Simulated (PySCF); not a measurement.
C2H, SMILES C#[C] (connectivity only; charge and spin as stated), charge +1, multiplicity 1.

The structure is a stationary point at PBE0-D3(BJ)/def2-TZVPD. The spin state was assumed, not searched. The isomer is the one that the SMILES or the coordinates give; other isomers of the formula were not compared.

Level of theory: SMD-M06-2X/6-31G* (PySCF).

Solvation free energies are E(SMD) − E(gas) at the gas-phase geometry, for 1 M in both phases.

Task: Rank water, dichloromethane, tetrahydrofuran by solvation free energy, most negative first.

Result: water (-78.1 kcal/mol), dichloromethane (-72.4 kcal/mol), tetrahydrofuran (-69.6 kcal/mol)
